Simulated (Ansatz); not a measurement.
Geometry optimisation, Ansatz 0.2.0, RKS PBE0-D4/def2-SVP.

Input:

```yaml
crystal:
  periodic: [false, false, false]
  atoms:
    - { symbol: Si, position_ang: [-0.9338, -0.3827, -0.5115] }
    - { symbol: H, position_ang: [0.2309, -0.7134, 0.9169] }
    - { symbol: H, position_ang: [-1.7166, -1.5703, -0.0979] }
    - { symbol: H, position_ang: [-0.2814, -0.7894, -1.7422] }
    - { symbol: H, position_ang: [-1.8416, 0.7278, -0.297] }
    - { symbol: H, position_ang: [1.2794, 1.142, 0.1361] }
    - { symbol: F, position_ang: [0.3783, 1.1246, -0.6514] }
    - { symbol: H, position_ang: [1.0361, -0.2153, 1.1658] }
    - { symbol: F, position_ang: [1.8488, 0.6768, 1.0813] }
basis:
  gaussian: { orbitals: def2-SVP }
hamiltonian:
  xc: pbe0
  dispersion: d4
relax:
  f_tol: 0.15
  max_steps: 25
  restrain:
    - { distance: [0, 6], at: 1.68, k: 30.0 }
    - { distance: [5, 8], at: 0.88, k: 30.0 }
    - { distance: [7, 1], at: 0.62, k: 30.0 }
    - { distance: [0, 1], at: 2.72, k: 30.0 }
    - { distance: [5, 6], at: 2.18, k: 30.0 }
    - { distance: [7, 8], at: 2.18, k: 30.0 }
```

Command:

```bash
$ ansatz run input.yaml --threads 2 --pin off --max-ram 3072MiB --backend cpu --events-out ev --progress --plain --runs-dir out
```

**Question.** Where does it end, and by what steps?

**Answer.** The run converged. The restraints hold the end off the free minimum. After 15 steps the energy has fallen by 2.119 eV (the restraints' own energy left out); H5 moved furthest, 1.34 Å. Joined: H2–H8 (0.98 → 0.70 Å), H6–F9 (1.20 → 0.91 Å).

```json
{"step": "0", "energy less start (eV)": "0.0000", "largest force component (eV/Å)": "1.663", "accepted": "yes"}
{"step": "1", "energy less start (eV)": "0.2645", "largest force component (eV/Å)": "2.840", "accepted": "yes"}
{"step": "2", "energy less start (eV)": "0.6438", "largest force component (eV/Å)": "6.756", "accepted": "yes"}
{"step": "3", "energy less start (eV)": "-0.0116", "largest force component (eV/Å)": "3.705", "accepted": "yes"}
{"step": "4", "energy less start (eV)": "-0.8419", "largest force component (eV/Å)": "1.557", "accepted": "yes"}
{"step": "5", "energy less start (eV)": "-1.4218", "largest force component (eV/Å)": "1.562", "accepted": "yes"}
{"step": "6", "energy less start (eV)": "-1.8503", "largest force component (eV/Å)": "1.539", "accepted": "yes"}
{"step": "7", "energy less start (eV)": "-1.9985", "largest force component (eV/Å)": "1.724", "accepted": "yes"}
{"step": "8", "energy less start (eV)": "-1.9876", "largest force component (eV/Å)": "2.292", "accepted": "yes"}
{"step": "9", "energy less start (eV)": "-2.0387", "largest force component (eV/Å)": "2.031", "accepted": "yes"}
{"step": "10", "energy less start (eV)": "-2.0670", "largest force component (eV/Å)": "1.938", "accepted": "yes"}
{"step": "11", "energy less start (eV)": "-2.0964", "largest force component (eV/Å)": "1.905", "accepted": "yes"}
{"step": "12", "energy less start (eV)": "-2.1643", "largest force component (eV/Å)": "1.093", "accepted": "no"}
{"step": "13", "energy less start (eV)": "-2.1159", "largest force component (eV/Å)": "1.820", "accepted": "yes"}
{"step": "14", "energy less start (eV)": "-2.1414", "largest force component (eV/Å)": "1.506", "accepted": "yes"}
{"step": "15", "energy less start (eV)": "-2.1186", "largest force component (eV/Å)": "1.855", "accepted": "yes"}
```

```xyz
9
Properties=species:S:1:pos:R:3
Si -1.211 -0.094 -0.706
H 0.700 -1.322 0.799
H -1.712 -0.740 0.534
H -0.394 -1.024 -1.528
H -2.343 0.449 -1.504
H 1.664 1.360 0.681
F -0.273 1.209 -0.289
H 1.179 -0.824 0.927
F 2.389 0.986 1.086
```

The run took 7.4 s on 2 threads of AMD EPYC 9R45 96-Core Processor (Zen 5), on a shared host, peak memory 0.2 GiB.
